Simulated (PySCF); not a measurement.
# OF⁻: frontier orbitals

MN15 at R = 1.496 Å; O aug-cc-pVDZ, F aug-cc-pVDZ; no relativity (PySCF 2.14). State: ¹Σ⁺ (singlet), closed shell. Only the outer orbitals are listed, counted within each symmetry.

| orbital | occ. | ε (eV) | on O (%) | main shells (%) |
| --- | --- | --- | --- | --- |
| 3σ | 2 | -25.39 | 10 | 88 F s, 9 O s |
| 4σ | 2 | -16.45 | 82 | 82 O s, 11 F s |
| 5σ | 2 | -5.93 | 37 | 62 F p, 27 O p, 10 O s |
| 1π | 2 | -5.50 | 13 | 87 F p, 13 O p |
| 1π | 2 | -5.50 | 13 | 87 F p, 13 O p |
| 2π | 2 | -0.61 | 88 | 88 O p, 12 F p |
| 2π | 2 | -0.61 | 88 | 88 O p, 12 F p |
| 6σ | 0 | 7.21 | 94 | 107 O p, 44 F p |

Problem. Which are the highest filled and the lowest empty level, where do they sit, and how wide is the gap?

Solution. Highest filled 2π at -0.61 eV (in %: 88 O p, 12 F p); lowest empty 6σ at 7.21 eV (in %: 107 O p, 44 F p); the gap at MN15 is 7.82 eV. An empty level above zero is unbound, and its energy depends on the basis.

```json
{
 "bond order (Mayer)": "0.44",
 "⟨S²⟩": "0.000",
 "charge on O (Mulliken, basis-dependent)": "-0.61",
 "charge on O (Löwdin, basis-dependent)": "-0.63",
 "dipole moment (positive dipole points towards F; it is taken about the centre of mass and depends on that origin)": "1.64 D"
}
```

Shares are Mulliken populations and can fall outside 0 to 100 %.
